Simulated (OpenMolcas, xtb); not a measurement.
# A ladder of methods for SiCl2 (SMILES Cl[Si]Cl)

SiCl2 has 3 atoms, charge 0, and is taken as a singlet. As SMILES, `Cl[Si]Cl`. Geometry: relaxed at PBE0-D4/def2-TZVP.

```xyz
3

Cl    0.2938    1.6038    0.3380
Si   -0.7701   -0.0104   -0.4220
Cl    0.4763   -1.5934    0.0840
```

Each level gives the dipole moment (D). The values are calculated.

```json
{"level": "GFN1-xTB", "kind": "semi-empirical", "program": "xtb", "value (D)": "2.44", "CPU time": "under 2 s"}
{"level": "HF/cc-pVTZ", "kind": "Hartree–Fock", "program": "OpenMolcas", "value (D)": "1.08", "CPU time": "16 s"}
{"level": "SVWN5/cc-pVTZ", "kind": "LDA", "program": "OpenMolcas", "value (D)": "0.82", "CPU time": "22 s"}
{"level": "revPBE/cc-pVTZ", "kind": "GGA", "program": "OpenMolcas", "value (D)": "0.74", "CPU time": "28 s"}
{"level": "TPSS/cc-pVTZ", "kind": "meta-GGA", "program": "OpenMolcas", "value (D)": "0.76", "CPU time": "33 s"}
{"level": "B3LYP/cc-pVTZ", "kind": "global hybrid", "program": "OpenMolcas", "value (D)": "0.98", "CPU time": "24 s"}
```

The values span 0.74 to 2.44 D. Magnitudes only. CPU times are rough (shared hosts, several kinds of processor): they show what a rung costs within a factor of a few.
